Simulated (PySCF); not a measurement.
propyne cation (C₃H₄), SMILES C(#C)C (connectivity only; charge and spin as stated), charge +1, multiplicity 2.

Geometry: B3LYP-D3(BJ)/def2-TZVP. The geometry has at least one imaginary mode, so it is a saddle point at that level. The spin state was assumed, not searched.

Computed with SMD-M06-2X/def2-SVP run with PySCF.

Solvation free energies are E(SMD) − E(gas) at the gas-phase geometry, for 1 M in both phases.

```tsv
solvent	ΔG(solv) (kcal/mol)	its non-electrostatic (CDS) part
water	-65.3	3.8
ethanol	-65.8	1.4
chlorobenzene	(withheld)	(withheld)
```

Question: Fill in the missing entries. (An estimate is asked for; the answer gives what the named calculation found.)

Answer: 
- chlorobenzene, ΔG(solv) (kcal/mol): -58.0
- chlorobenzene, its non-electrostatic (CDS) part: -0.3
